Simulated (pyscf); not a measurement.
Structures and frequencies: ωB97X-D3(BJ)/def2-SVP in PySCF.

Question: disiloxane (H₃Si–O–SiH₃) + silanol (HO–SiH₃) → H₃Si–O–SiH₂–O–SiH₃ + hydrogen (H₂)
Surface: singlet. Broken: H–Si, H–O. Formed: O–Si, H–H. Give ΔE‡ and ΔE from ωB97M-D3(BJ)/def2-TZVP, relative to the separated reactants.

Answer: ΔE‡ = 31.3 kcal/mol, ΔE = -26.3 kcal/mol. Zero-point energy shifts the barrier by -0.9 kcal/mol. It is a four-centre exchange, with an imaginary mode of 1163i cm⁻¹. This is the saddle that the search found; another between the same sides may lie lower.
